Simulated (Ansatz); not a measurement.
# SiH4Cl (doublet): the correlation ladder at distance Cl1–H2 along a hydrogen transfer = 1.575 Å, cc-pVDZ

How much of the correlation energy of SiH4Cl (doublet) does each wave-function method recover here?

Computed with Ansatz 0.2.0, Gaussian basis. Level: cc-pVDZ, core rule «outside noble gas», up to 10 orbitals frozen.

Plan: UHF; CCSD(T) on ROHF; CCSD(T) on UHF; BCCD(T) on ROHF; CISD; CCSDT(Q) on ROHF; CCSDT(Q) on UHF; CASSCF and MRCISD+Q, 3 electrons in 3 orbitals; CASSCF and NEVPT2, 3 electrons in 3 orbitals; CASSCF and MRCISD+Q, 15 electrons in 12 orbitals; CASSCF and NEVPT2, 15 electrons in 12 orbitals.

## Step 1: The system

The geometry derives from fragments relaxed apart (PBE0/def2-TZVP) and kept rigid, so it is no stationary point. A hydrogen atom is moved between rigid fragments.

6 atoms, charge 0, spin multiplicity 2.

Atoms are counted from 1 here; the program's logs count them from 0.

Bond lengths: Cl1–H2 1.575 Å, H2–Si3 1.558 Å, Si3–H4 1.486 Å, Si3–H5 1.486 Å, Si3–H6 1.486 Å. Angles: Cl1–H2–Si3 180.0°, H2–Si3–H4 107.6°, H2–Si3–H5 107.6°, H2–Si3–H6 107.6°, H4–Si3–H5 111.3°, H4–Si3–H6 111.3°, H5–Si3–H6 111.3°.

## Step 2: UHF

in.yaml

```yaml
crystal:
  periodic: [false, false, false]
  atoms:
    - {symbol: Cl, position_ang: [-1.486063, 0.000000, -0.000001]}
    - {symbol: H, position_ang: [0.088937, 0.000000, 0.000000]}
    - {symbol: Si, position_ang: [1.646937, 0.000000, 0.000001]}
    - {symbol: H, position_ang: [2.096911, -1.416254, 0.000001]}
    - {symbol: H, position_ang: [2.096912, 0.708126, -1.226511]}
    - {symbol: H, position_ang: [2.096911, 0.708126, 1.226512]}
basis:
  gaussian: {orbitals: cc-pVDZ}
magnetization: {spin_polarized: true, initial_magnetization: 1}
hamiltonian: {xc: hf}
output: {orbitals: {seedname: orbitals}}
```

The run is started by

```console
ansatz run in.yaml --threads 1 --pin off --events-out ev --progress --plain --max-ram 4096MiB --backend cpu
```

After this run come: CCSD(T) on ROHF; CCSD(T) on UHF; BCCD(T) on ROHF; CISD; CCSDT(Q) on ROHF; CCSDT(Q) on UHF; CASSCF and MRCISD+Q, 3 electrons in 3 orbitals; CASSCF and NEVPT2, 3 electrons in 3 orbitals; CASSCF and MRCISD+Q, 15 electrons in 12 orbitals; CASSCF and NEVPT2, 15 electrons in 12 orbitals.

**Question.** What will the summary of the whole plan be? Wanted: UCCSDT(Q) below the RHF energy; RMP2 from UCCSDT(Q); UMP2 from UCCSDT(Q); RCCSD from UCCSDT(Q); RCCSD(T) from UCCSDT(Q); UCCSD(T) from UCCSDT(Q); RCCSDT(Q) from UCCSDT(Q); NEVPT2 pair from UCCSDT(Q); MRCISD+Q pair from UCCSDT(Q).

The runs gave:

```
                         quantity                                                   value
   UCCSDT(Q) below the RHF energy                                              -8.2794 eV
              RMP2 from UCCSDT(Q)                                             +1332.4 meV
              UMP2 from UCCSDT(Q)                                             +1390.2 meV
             RCCSD from UCCSDT(Q)                                              +190.4 meV
          RCCSD(T) from UCCSDT(Q)                                               +36.0 meV
          UCCSD(T) from UCCSDT(Q)                                               +36.5 meV
         RCCSDT(Q) from UCCSDT(Q)                                                +0.3 meV
       NEVPT2 pair from UCCSDT(Q)                                             +1354.5 meV
     MRCISD+Q pair from UCCSDT(Q)                                               +79.2 meV
    NEVPT2 valence from UCCSDT(Q)                                             +1660.3 meV
levels within 1 kcal/mol (43 meV)  RCCSD(T), UCCSD(T), BCCD(T), RCCSDT, UCCSDT, RCCSDT(Q)
                    T1 diagnostic                                                   0.017
   effectively unpaired electrons                                                    1.02
```

**Reading.** RCCSD(T) misses by +36.0 meV, 0.4 % of the correlation energy. One determinant dominates. Of the multireference levels listed MRCISD+Q valence comes nearest in total energy (+59.1 meV), which doesn't show that its space is the better one. These misses are within one basis, not against nature; the frozen cores of restricted and unrestricted runs differ, which can shift their rows.
